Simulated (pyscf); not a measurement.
PySCF, gas phase, ωB97X-D3(BJ)/def2-SVP geometries. Correlated levels are frozen-core, on RHF or UHF. ΔMP2 is the change of the MP2 total energy from the triple- to the quadruple-zeta basis.

Question: What is the homolytic dissociation enthalpy (298 K, CCSD(T)/def2-TZVPP + ΔMP2(QZVPP)) of the F–Ge bond of `[O]=[GeH][F]`, to [O=GeH]• + F•?

Answer: F–Ge to [O=GeH]• + F•: 118.1 kcal/mol. The radicals are drawn with the spin at the cut bond; how far it spreads was not checked. O=GeH–F lies 49.4 kcal/mol over its isomer HO–Ge:–F [singlet], and others may lie lower still (electronic energy, ωB97M-D3(BJ)). The CCSD(T) − MP2 part came from Ansatz, without density fitting, on the same reference. An open-shell T1 diagnostic exceeds 0.045. The frozen core leaves the outer d or s,p core shells of the metals and heavy elements correlated in the MP2 and CC values, and def2-TZVPP describes them poorly, which can shift differences by a few kcal/mol. Left out: the spin-orbit lowering of F. Elements up to Kr have no core potential and no relativistic terms here.
